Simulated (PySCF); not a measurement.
C₂H₆, SMILES CC. Atoms are numbered in the order given.

```xyz
8

C      0.0000     0.0000    -0.7616
C      0.0000     0.0000     0.7616
H     -0.8813    -0.5088    -1.1594
H      0.8813    -0.5088    -1.1594
H      0.0000     1.0177    -1.1594
H     -0.8813     0.5088     1.1594
H      0.8813     0.5088     1.1594
H      0.0000    -1.0177     1.1594
```
Charge 0, spin multiplicity 1.

Coordinates come from a r2SCAN-D4/def2-TZVP optimisation.

These are PBE/pcSseg-2 (PySCF) values and carry that method's errors.

GIAO shieldings, no solvent; atoms alike by connectivity are averaged. δ = σ(ref) − σ: ¹³C against TMS (σ = 181.4 ppm); ¹H against TMS (σ = 31.47 ppm), references at their B3LYP-D3(BJ)/def2-TZVP geometries, non-relativistic.

Estimate the chemical shifts. (The exact figures need the calculation; the answer reports its results.)


```tsv
nucleus	atoms	count	δ (ppm)
¹³C	C1, C2	2	9.4
¹H	H3, H4, H5, H6, H7, H8	6	0.94
```
